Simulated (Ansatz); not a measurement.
**Mg2FeH6: computed properties**

The calculation used Ansatz, DFT r2SCAN, scalar-relativistic, plane waves, PAW.

Cutoff 500 eV; k points 8×8×8 on the computed 9-atom cell (Γ-centred); Gaussian smearing, width 0.02 eV; no spin polarisation.

The structure is relaxed at this level of theory with its symmetry kept. Whether it is the stable form of this composition wasn't checked.

```
Mg Fe H
1.0
     0.00000    3.17953    3.17953
     3.17953    0.00000    3.17953
     3.17953    3.17953    0.00000
Mg Fe H
2 1 6
Direct
  0.25000 0.25000 0.25000
  0.75000 0.75000 0.75000
  0.00000 0.00000 0.00000
  0.75703 0.24297 0.24297
  0.24297 0.75703 0.24297
  0.24297 0.75703 0.75703
  0.75703 0.24297 0.75703
  0.24297 0.24297 0.75703
  0.75703 0.75703 0.24297
```

| Property | Result |
| --- | --- |
| Space group | Fm-3m (No. 225) |
| Volume per atom | 7.14 Å³ |
| Formation energy from the elements' standard states (uncorrected) | -0.320 eV/atom |
| Generalised Kohn–Sham band gap | 2.48 eV, indirect from W to X |
| Löwdin character of the top 1 eV of the valence band | Fe 3d 91 % |
| Löwdin character of the lowest 1 eV of the conduction band | Fe 3d 49 %, H 1s 34 %, unprojected 12 % |
| Electron masses at the edge by Cartesian direction of the standard setting (m_e; degenerate bands sorted by energy; no spin-orbit coupling) | x: 2.7; y: 0.68; z: 0.68 |
| Hole masses at the edge by Cartesian direction of the standard setting (m_e; degenerate bands sorted by energy; no spin-orbit coupling) | x: 4.8; y: over 30; z: 4.8 |
| Bulk modulus | 85 GPa |
| Its pressure derivative | 3.8 |
| Bader charges (e) | Mg (2 in the cell) 1.70, Fe (1 in the cell) 0.04, H (6 in the cell) -0.57 |

A ferromagnetic start lost its moments in a first run, so spin was left out; other magnetic orders weren't tried.